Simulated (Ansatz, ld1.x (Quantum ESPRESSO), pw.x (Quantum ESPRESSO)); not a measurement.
**Re (Z = 75) (fcc): variants of one TM potential in the solid**

rhenium (Re), norm-conserving Troullier–Martins (Kleinman–Bylander form), made with ld1.x (Quantum ESPRESSO) 7.5 (LDA (PW92), scalar-relativistic). Core [Xe] 4f14, reference 5d5 6s2 6p0. Waves: 6p (bound, empty): rc 3.15 bohr; 5d (bound): rc 1.40 bohr; 6s (bound): rc 2.25 bohr. Local part: the s channel. Core correction: none.

Crystal test: fcc Re in pw.x 7.5, no spin, 15³ k-points, Fermi–Dirac smearing 0.01 Ry, cutoffs set for each file from its atomic test. The reference is all-electron LAPW (Ansatz 0.2.0) with the same functional, mesh and smearing; V0 and B0 come from Birch–Murnaghan fits to the pressures at five volumes. Errors are pseudo minus all-electron; Δ is the rms difference of the E(V) curves that follow from these fits, minima aligned, over ±6 % about the mean V0. Mesh and smearing are coarse, so the numbers serve the comparison and aren't converged zero-temperature values; the lattice is a test structure that the element need not adopt.

All-electron: a0 = 3.862 Å (V0 = 14.40 Å³/atom), B0 = 399.9 GPa.

Base: The largest radius (3.15 bohr) exceeds half the bond length (2.58 bohr), so the spheres overlap, which is one possible source of error among others.

1 further variants are left out: they gave no file fit for a test, a broken result, the same result as the base, or pressures whose basis-set error rivals the error shown.

A dash in a converged row means that the minimum lies outside the volumes sampled.

```tsv
change	cutoffs (Ry)	pw.x	a0 (Å)	a0 error (%)	B0 error (%)	Δ (meV/atom)	mean pressure error (GPa)
base	70/280	converged	3.872	+0.28	-0.9	10.7	+3.50
wave 5d (bound): rc 1.40 bohr becomes 5d (bound): rc 1.26 bohr	110/440	converged	3.873	+0.30	-1.0	11.2	+3.64
wave 6s (bound): rc 2.25 bohr becomes 6s (bound): rc 3.46 bohr	70/280	converged	–	–	–	–	-27.83
local potential all-electron potential smoothed inside 1.55 bohr (lloc = -1)	70/280	converged; bound ghost	–	–	–	–	+89.12
```

Give the row for: core correction a·sin(br)/r model core inside 1.26 bohr.

pw.x: converged; mean pressure error (GPa): +11.02; a0 (Å): 3.895; a0 error (%): +0.86; B0 error (%): -1.1; Δ (meV/atom): 32.9.
